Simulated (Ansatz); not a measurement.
**C2H3F (singlet): the correlation ladder, 6-31G***

Aim: climb from Hartree-Fock through coupled cluster and multireference methods for C2H3F (singlet) at one geometry and basis, and see what each rung misses.

The runs use Ansatz 0.2.0, Gaussian basis; 6-31G*, core rule «outside noble gas», up to 3 orbitals frozen.

The runs, in order: UHF; CCSD(T) on RHF; BCCD(T) on RHF; CISD; CCSDT(Q) on RHF; CASSCF and MRCISD+Q, 8 electrons in 8 orbitals; CASSCF and MRCISD+Q(relaxed), 8 electrons in 8 orbitals; CASSCF and NEVPT2, 8 electrons in 8 orbitals.

17 further runs of the same task are left out: 17 set aside as unsound or not needed.

**1. What is computed**

The geometry is an MP2(full)/6-31G* stationary point (not a proven minimum).

6 atoms, charge 0, spin multiplicity 1.

Atoms are counted from 1 here; the program's logs count them from 0.

Bond lengths: C1–C2 1.327 Å, C1–F3 1.354 Å, C1–H4 1.084 Å, C2–H5 1.082 Å, C2–H6 1.081 Å. Angles: C2–C1–F3 122.0°, C2–C1–H4 126.0°, F3–C1–H4 112.0°, C1–C2–H5 121.3°, C1–C2–H6 119.5°, H5–C2–H6 119.2°.

**2. UHF**

File in.yaml:

```yaml
crystal:
  periodic: [false, false, false]
  atoms:
    - {symbol: C, position_ang: [0.093343, 0.459824, 0.000000]}
    - {symbol: C, position_ang: [1.285266, -0.122977, 0.000000]}
    - {symbol: F, position_ang: [-1.055586, -0.256222, 0.000000]}
    - {symbol: H, position_ang: [-0.093102, 1.527888, 0.000000]}
    - {symbol: H, position_ang: [1.384691, -1.200723, 0.000000]}
    - {symbol: H, position_ang: [2.177267, 0.488389, 0.000000]}
basis:
  gaussian: {orbitals: "6-31G*"}
magnetization: {spin_polarized: true, initial_magnetization: 0}
hamiltonian: {xc: hf}
output: {orbitals: {seedname: orbitals}}
```

The run is started by

```bash
> ansatz run in.yaml --threads 1 --pin off --events-out ev --progress --plain --max-ram 2880MiB --backend cpu
```

Further steps of the session: CCSD(T) on RHF; BCCD(T) on RHF; CISD; CCSDT(Q) on RHF; CASSCF and MRCISD+Q, 8 electrons in 8 orbitals; CASSCF and MRCISD+Q(relaxed), 8 electrons in 8 orbitals; CASSCF and NEVPT2, 8 electrons in 8 orbitals.

**Question.** What will the summary of the whole plan be? Wanted: RCCSDT(Q) below the RHF energy; RMP2 from RCCSDT(Q); RCCSD from RCCSDT(Q); RCCSD(T) from RCCSDT(Q); T1 diagnostic.

As calculated:

| quantity | value |
| --- | --- |
| RCCSDT(Q) below the RHF energy | -12.5492 eV |
| RMP2 from RCCSDT(Q) | +1047.2 meV |
| RCCSD from RCCSDT(Q) | +401.9 meV |
| RCCSD(T) from RCCSDT(Q) | +44.2 meV |
| levels within 1 kcal/mol (43 meV) | BCCD(T), RCCSDT |
| T1 diagnostic | 0.013 |

In words: RCCSD(T) lands +44.2 meV from the yardstick (0.4 % of the correlation energy). These misses are within one basis, not against nature.
